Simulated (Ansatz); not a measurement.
# ClF₃ (singlet): the correlation ladder, 6-31G*

How much of the correlation energy of ClF₃ (singlet) does each wave-function method recover here?

The runs use Ansatz 0.2.0, Gaussian basis; 6-31G*, core rule «outside noble gas», up to 8 orbitals frozen.

To be run: UHF; CCSD(T) on RHF; BCCD(T) on RHF; CISD; CCSDT(Q) on RHF; CASSCF and MRCISD+Q, 20 electrons in 12 orbitals; CASSCF and NEVPT2, 20 electrons in 12 orbitals.

20 further runs of the same task are left out: 3 that didn't finish, 17 set aside as unsound or not needed.

### 1 What is computed

The geometry is an MP2(full)/6-31G* stationary point (not a proven minimum).

4 atoms, charge 0, spin multiplicity 1.

Atoms are counted from 1 here; the program's logs count them from 0.

Bond lengths: Cl1–F2 1.635 Å, Cl1–F3 1.718 Å, Cl1–F4 1.718 Å. Angles: F2–Cl1–F3 86.5°, F2–Cl1–F4 86.5°, F3–Cl1–F4 173.1°.

### 2 UHF

in.yaml

```yaml
crystal:
  periodic: [false, false, false]
  atoms:
    - {symbol: Cl, position_ang: [0.000000, 0.000000, 0.378560]}
    - {symbol: F, position_ang: [0.000000, 0.000000, -1.256582]}
    - {symbol: F, position_ang: [0.000000, 1.714544, 0.275074]}
    - {symbol: F, position_ang: [0.000000, -1.714544, 0.275074]}
basis:
  gaussian: {orbitals: "6-31G*"}
magnetization: {spin_polarized: true, initial_magnetization: 0}
hamiltonian: {xc: hf}
output: {orbitals: {seedname: orbitals}}
```

Command:

```sh
$ ansatz run in.yaml --threads 1 --pin off --events-out ev --progress --plain --max-ram 4096MiB --backend cpu
```

After this run come: CCSD(T) on RHF; BCCD(T) on RHF; CISD; CCSDT(Q) on RHF; CASSCF and MRCISD+Q, 20 electrons in 12 orbitals; CASSCF and NEVPT2, 20 electrons in 12 orbitals.

Before running them: what should the planned runs give, taken together? Wanted: RCCSDT(Q) below the RHF energy; RMP2 from RCCSDT(Q); RCCSD from RCCSDT(Q); RCCSD(T) from RCCSDT(Q); NEVPT2 valence from RCCSDT(Q); MRCISD+Q valence from RCCSDT(Q); T1 diagnostic; effectively unpaired electrons.

The runs gave:

```
                         quantity          value
   RCCSDT(Q) below the RHF energy    -20.0167 eV
              RMP2 from RCCSDT(Q)   +82.4 kJ/mol
             RCCSD from RCCSDT(Q)   +63.2 kJ/mol
          RCCSD(T) from RCCSDT(Q)    +9.3 kJ/mol
    NEVPT2 valence from RCCSDT(Q)  +155.2 kJ/mol
  MRCISD+Q valence from RCCSDT(Q)   +45.4 kJ/mol
levels within 1 kcal/mol (43 meV)           none
                    T1 diagnostic          0.016
   effectively unpaired electrons           0.07
```

RCCSD(T) misses by +9.3 kJ/mol, 0.5 % of the correlation energy. One determinant dominates. Of the multireference levels listed MRCISD+Q valence comes nearest in total energy (+45.4 kJ/mol), which doesn't show that its space is the better one. These misses are within one basis, not against nature.
